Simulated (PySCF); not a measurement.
## Electric properties by functional and basis

Species: pyrazine, C4H4N2.
SMILES: `c1cnccn1`

PySCF, dipoles from the SCF density, polarisabilities from static response with core orbitals frozen. Isolated species at its PBE0-D3(BJ)/def2-SVP geometry, gas phase.

The anisotropy is √(½[(α1 − α2)² + (α2 − α3)² + (α3 − α1)²]).

| level | α (au) | anisotropy (au) |
| --- | --- | --- |
| LDA/def2-SVPD | 58.68 | 35.44 |
| PBE/def2-SVPD | 58.29 | 35.66 |
| B3LYP/def2-SVPD | 57.47 | 34.75 |
| PBE0/def2-SVPD | 56.91 | 34.15 |
| BHandHLYP/def2-SVPD | 56.32 | 33.63 |
| CAM-B3LYP/def2-SVPD | 56.91 | 34.07 |
| wB97X-D/def2-SVPD | 57.15 | 33.44 |
| LC-wPBE/def2-SVPD | 55.85 | 33.05 |
| HF/def2-SVPD | 55.83 | 32.68 |
| PBE0/6-31G* | 46.79 | 40.85 |
| PBE0/def2-SVP | 48.75 | 37.37 |
| PBE0/6-31+G* | 55.19 | 34.85 |
| PBE0/aug-cc-pVDZ | 58.80 | 34.36 |
| PBE0/def2-TZVP | 55.42 | 35.36 |
| PBE0/def2-TZVPD | 58.62 | 34.67 |

No reference polarisability is at hand; against PBE0 in the largest diffuse basis at hand (def2-TZVPD) the other PBE0 rows deviate by 6-31G* -20%, def2-SVP -17%, 6-31+G* -6%, def2-SVPD -3%, aug-cc-pVDZ 0%, def2-TZVP -5%. The dipole stays under 0.05 D at every level. In one basis (def2-SVPD) the functionals order the polarisability from HF (lowest) to LDA (highest), a spread of 5%. With PBE0 the polarisability is 50.32 au without diffuse functions (mean of 6-31G*, def2-SVP and def2-TZVP) and 57.38 au with them (mean of 6-31+G*, def2-SVPD, aug-cc-pVDZ and def2-TZVPD).
